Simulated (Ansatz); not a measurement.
A nudged elastic band was laid between two geometries of CH3 + FH3Si (9 atoms, charge 0, multiplicity 2).

The calculation used UHF/def2-SVP (Ansatz).

```yaml
movable_images: 7
climbing_image: yes
spring: 5.0 eV/Å²
optimiser: quadratic models (default)
start_path: through a guess of the saddle point
force_threshold: 0.05 eV/Å
iteration_limit: 60
end_points: relaxed
```

Image 0:

```xyz
9
Properties=species:S:1:pos:R:3
Si 0.137 -0.003 -0.631
F 0.535 -0.012 0.933
H 1.382 0.000 -1.420
H -0.653 1.212 -0.898
H -0.655 -1.213 -0.911
C -0.189 0.004 4.573
H -0.272 -0.914 5.138
H 0.082 -0.024 3.527
H -0.366 0.951 5.063
```

Image 8:

```xyz
9
Properties=species:S:1:pos:R:3
Si 0.476 0.013 -0.525
F -0.804 -0.052 2.542
H 1.113 0.044 -1.865
H -0.363 1.215 -0.323
H -0.301 -1.234 -0.348
C -0.158 -0.006 3.736
H -0.466 -0.855 4.344
H 0.917 -0.048 3.565
H -0.413 0.922 4.246
```

(1) What changes between the two ends?

(2) Give the energies along the band, and the barrier.

(3) What is the geometry of the highest image?

Answers

(1) Bonds broken: Si1–F2. Bonds formed: F2–C6. CH3 + FH3Si becomes CH3F + H3Si.

(2) It converged. The highest image is number 6 of 0 to 8, 162.5 kJ/mol above the first end and 3.6 kJ/mol above the last; the last end lies 158.9 kJ/mol above the first. The profile has 2 maxima (images 4, 6) with wells between them (image 5): this band takes more than one step, which may be the mechanism or a detour left from its start path. A vibrational analysis at the climbing image gives one clearly imaginary mode, 63i cm⁻¹, and a faint second one (14i cm⁻¹) that may be numerical noise or a soft torsion: probably a first-order saddle point.

```
image  path coordinate (Å)  energy (kJ/mol)  Si1–F2 (Å)  F2–C6 (Å)
    0                 0.00              0.0        1.61       3.71
    1                 1.64              3.0        1.61       3.43
    2                 3.28            100.5        1.70       2.59
    3                 4.92            159.1        3.44       1.36
    4                 6.56            162.1        3.81       1.36
    5                 8.21            160.3        3.72       1.36
    6                 9.86            162.5        4.16       1.36
    7                11.16            160.9        3.78       1.36
    8                12.46            158.9        3.32       1.36
```

(3) 
```xyz
9
Properties=species:S:1:pos:R:3
Si 0.106 0.185 -1.148
F -0.164 -0.270 2.975
H 1.423 0.024 -1.811
H -0.715 1.192 -1.860
H -0.604 -1.113 -1.072
C -0.037 -0.049 4.306
H -0.560 -0.831 4.854
H 1.019 -0.059 4.575
H -0.466 0.921 4.554
```

Time of the run: 2.6 min on 2 threads of AMD EPYC 7R43 64-Core Processor (Zen 3), on a shared host, peak memory 0.2 GiB.
